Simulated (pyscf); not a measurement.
# Cycloaddition: difluorocarbene (F–C:–F) [singlet] + ethylene (H₂C=CH₂) → cyclic C₃H₄F₂ (SMILES FC1(F)CC1)

Gas phase, singlet surface, charge 0. Bonds broken: none. Bonds formed: C2–C4, C2–C5. Structures and frequencies: ωB97X-D3(BJ)/def2-SVP in PySCF. MP2 and CC: frozen core, UHF for open shells. ΔMP2 is the change of the MP2 total energy from the triple- to the quadruple-zeta basis.

Transition state (Å):

```xyz
9

F     -0.0498    -0.5341     1.4799
C     -1.1752    -0.1964     0.8663
F     -1.7830    -1.3330     0.5570
C     -0.9093     0.9077    -0.5892
C     -0.1272     0.0149    -1.2861
H     -1.9490     1.0715    -0.8883
H     -0.4467     1.7637    -0.0888
H     -0.5784    -0.7510    -1.9225
H      0.9498    -0.0473    -1.1087
```

One imaginary mode, 506i cm⁻¹; descent along it reached the two sides named.

```
bond   change  reactant side (Å)  saddle  product side
-----  ------  -----------------  ------  ------------
C2–C4   forms                3.2   1.846         1.477
C2–C5   forms                3.5   2.403         1.477
```

Electronic energies relative to the separated reactants (kcal/mol):

```csv
level,barrier,reaction energy,reverse barrier
ωB97X-D3(BJ)/def2-TZVP,14.4,-54.5,68.9
PBE/def2-TZVP,2.4,-54.5,56.9
r²SCAN/def2-TZVP,2.5,-56.5,59.0
B3LYP-D3(BJ)/def2-TZVP,9.1,-49.4,58.6
PBE0-D3(BJ)/def2-TZVP,5.7,-60.1,65.8
M06-2X/def2-TZVP,11.1,-56.1,67.2
ωB97M-D3(BJ)/def2-TZVP,15.3,-50.0,65.3
HF/def2-TZVP,31.4,-40.7,72.0
MP2/def2-QZVPP,9.9,-56.8,66.7
CCSD/def2-TZVPP,15.6,-49.6,65.2
CCSD(T)/def2-TZVPP,10.7,-49.2,59.9
CCSD(T)/def2-TZVPP + ΔMP2(QZVPP),10.0,-49.8,59.8
```

With CCSD(T)/def2-TZVPP + ΔMP2(QZVPP) energies and thermal terms (ideal gas, 1 atm, RRHO with modes under 100 cm⁻¹ raised to 100, one conformer, R ln 2 for rigid chiral ones), in kcal/mol:

| T (K) | ΔH‡ | ΔG‡ | ΔH | ΔG |
|---|---|---|---|---|
| 298 | 10.8 | 21.7 | -46.5 | -33.8 |
| 600 | 11.2 | 32.7 | -46.2 | -21.1 |
| 900 | 11.8 | 43.3 | -45.4 | -8.6 |
| 1200 | 12.3 | 53.7 | -44.4 | +3.5 |

cyclic C₃H₄F₂ (SMILES FC1(F)CC1) lies 9.0 kcal/mol over its isomer H₂C=CH–CH(F)–F, and others may lie lower still (electronic energy, ωB97M-D3(BJ)). This is the saddle that the search found; another between the same sides may lie lower. One closed-shell reference is unstable to symmetry breaking; treat the single-reference values with care. The CCSD(T) − MP2 part came from Ansatz, without density fitting, on the same reference.
